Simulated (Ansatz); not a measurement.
Start from AlN in the wurtzite structure (space group P6_3mc, No. 186; a = 3.107 Å, c = 4.979 Å).

Calculations: r2SCAN (Ansatz, a program for electronic structure; PAW; 500 eV plane waves; scalar-relativistic without spin-orbit coupling).

One thing is altered: every Al is replaced by Ga, then cell and atoms are relaxed.

Measured band gap: AlN 6.51 eV (static lattice; corrected from measurement; as listed in Martin Feneberg et al., Physical Review B (2010)); GaN 3.68 eV (static lattice; corrected from measurement; as listed in Wei Chen et al., Physical Review Materials (2018)).

Measured lattice parameter a: AlN 3.1113 Å (0 K or low temperature; as listed in arXiv:1206.3780); GaN 3.189 Å (room temperature; as listed in M J Lucero, T M Henderson, G E Scuseria, Journal of Physics Condensed Matter (2012)).

Q: How well does r2SCAN reproduce the measured shift?

A: With r2SCAN the band gap moves by -2.53 eV (4.88 → 2.35) against -2.83 eV measured; the lattice parameter a moves by +0.076 Å (3.107 → 3.183) against +0.078 Å measured.

Stability against distortions was not tested.
